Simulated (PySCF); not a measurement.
How the method moves the HOMO and LUMO of cyclopropane

Compound: cyclopropane, C3H6.
Geometry (PBE0-D3(BJ)/def2-SVP, Å), atoms numbered from 1 in this order:
```xyz
9
C3H6 angstrom
C      0.8471    0.1673    0.0612
C     -0.2705   -0.7998   -0.1906
C     -0.5765    0.6325    0.1294
H      1.4067    0.0775    0.9963
H      1.4549    0.4869   -0.7896
H     -0.4334   -1.1458   -1.2150
H     -0.4815   -1.5556    0.5709
H     -0.9976    0.8639    1.1117
H     -0.9494    1.2735   -0.6742
```

Basis pcSseg-2 throughout (PySCF), one geometry. Geometry: PBE0-D3(BJ)/def2-SVP; no solvent, vibrations or thermal averaging.

How do the orbital energies and the gap change with the method?

| method | kind | HOMO (eV) | LUMO (eV) | gap (eV) | SCF cycles |
| --- | --- | --- | --- | --- | --- |
| BLYP | GGA | -6.96 | 0.17 | 7.13 | 11 |
| B97-D | GGA | -7.04 | 0.32 | 7.36 | 11 |
| OPBE | GGA | -7.08 | 0.21 | 7.29 | 11 |
| PBE | GGA | -7.09 | 0.19 | 7.29 | 11 |
| KT2 | GGA | -7.10 | 0.27 | 7.38 | 11 |
| KT3 | GGA | -7.14 | -0.01 | 7.12 | 11 |
| BP86 | GGA | -7.18 | 0.39 | 7.56 | 11 |
| LDA | LDA | -7.24 | 0.14 | 7.39 | 10 |
| B97-2 | global hybrid | -8.12 | 0.92 | 9.04 | 10 |
| B3LYP | global hybrid | -8.17 | 0.58 | 8.75 | 10 |
| PBE0 | global hybrid | -8.40 | 0.89 | 9.29 | 10 |
| mPW1PW91 | global hybrid | -8.43 | 0.84 | 9.26 | 10 |
| BHandHLYP | global hybrid | -9.60 | 1.36 | 10.96 | 10 |
| CAM-B3LYP | range-separated hybrid | -9.82 | 1.53 | 11.35 | 10 |
| wB97X-D | range-separated hybrid | -10.30 | 2.59 | 12.88 | 10 |
| LC-wPBE | range-separated hybrid | -11.25 | 2.65 | 13.90 | 10 |
| HF | Hartree–Fock | -11.45 | 2.92 | 14.37 | 8 |

The HOMO spans 4.50 eV, from BLYP down to HF, and the gap runs from 7.12 eV (KT3) to 14.37 eV (HF). Over the methods BLYP (0 %), B97-D (0 %), OPBE (0 %), PBE (0 %), KT2 (0 %), KT3 (0 %), BP86 (0 %), LDA (0 %), B97-2 (21 %), B3LYP (20 %), PBE0 (25 %), mPW1PW91 (25 %), BHandHLYP (50 %), HF (100 %), a straight line through the gap against the share of exact exchange rises by 0.71 eV for each 10 % (correlation coefficient 0.998). The dipole is below 0.03 D at every level.

The vertical ΔSCF ionisation energy at PBE0/def2-SVPD is 10.87 eV; −ε(HOMO) comes closest to it with LC-wPBE (11.25 eV).
